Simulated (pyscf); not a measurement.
## Four-centre exchange: O=AsH + H₂O → O=As–OH + H₂

Gas phase, singlet surface, charge 0. Bonds broken: As2–H3, O4–H5. Bonds formed: As2–O4, H3–H5. Optimised with ωB97X-D3(BJ)/def2-SVP in PySCF.

Transition state (Å):

```xyz
6

O      1.6520     1.2577    -0.5312
As     0.3801     0.7145    -1.3459
H      0.4764    -1.1933    -1.1744
O     -0.7621     0.0361     0.1580
H     -0.1235    -0.9232    -0.4247
H     -0.2718     0.2454     0.9708
```

One imaginary mode, 1582i cm⁻¹; descent along it reached the two sides named, in the forms told below.

| bond | change | reactant side (Å) | saddle | product side |
|---|---|---|---|---|
| As2–H3 | breaks | 1.571 | 1.918 | 4.0 |
| O4–H5 | breaks | 0.968 | 1.291 | 2.546 |
| As2–O4 | forms | 2.418 | 2.007 | 1.773 |
| H3–H5 | forms | 2.588 | 0.997 | 0.761 |

Electronic energies relative to the separated reactants (kcal/mol):

| level | barrier | reaction energy | reverse barrier |
|---|---|---|---|
| ωB97X-D3(BJ)/def2-TZVP | 18.3 | -20.1 | 38.3 |
| PBE/def2-TZVP | 10.8 | -20.5 | 31.3 |
| r²SCAN/def2-TZVP | 12.3 | -21.7 | 34.1 |
| B3LYP-D3(BJ)/def2-TZVP | 17.2 | -19.6 | 36.7 |
| PBE0-D3(BJ)/def2-TZVP | 15.1 | -18.5 | 33.6 |
| M06-2X/def2-TZVP | 17.9 | -21.4 | 39.3 |
| ωB97M-D3(BJ)/def2-TZVP | 19.0 | -18.9 | 38.0 |
| HF/def2-TZVP | 37.4 | -14.6 | 52.0 |

With ωB97M-D3(BJ)/def2-TZVP energies and thermal terms (ideal gas, 1 atm, RRHO with modes under 100 cm⁻¹ raised to 100, one conformer, R ln 2 for chiral ones without a mode under 150 cm⁻¹), in kcal/mol:

| T (K) | ΔH‡ | ΔG‡ | ΔH | ΔG |
|---|---|---|---|---|
| 298 | 17.3 | 27.7 | -21.2 | -18.9 |
| 600 | 17.3 | 38.3 | -20.2 | -17.0 |
| 900 | 18.0 | 48.6 | -19.4 | -15.6 |
| 1200 | 18.8 | 58.7 | -18.7 | -14.4 |

On the reactant side the descent ends in a bound adduct, 10.8 kcal/mol under the separated species and 29.0 kcal/mol under the saddle at ωB97X-D3(BJ)/def2-TZVP. At the saddle there is also a short As–H contact that neither side keeps. The same reactants have a lower exit, to HO–AsH–OH (barrier -2.1 kcal/mol at ωB97M-D3(BJ)/def2-TZVP, against +19.0 kcal/mol here). O=AsH lies 7.5 kcal/mol over its isomer HO–As: [triplet] (electronic energy, ωB97M-D3(BJ)/def2-TZVP). One saddle was located; it need not be the lowest between these sides. Elements up to Kr have no core potential and no relativistic terms here.
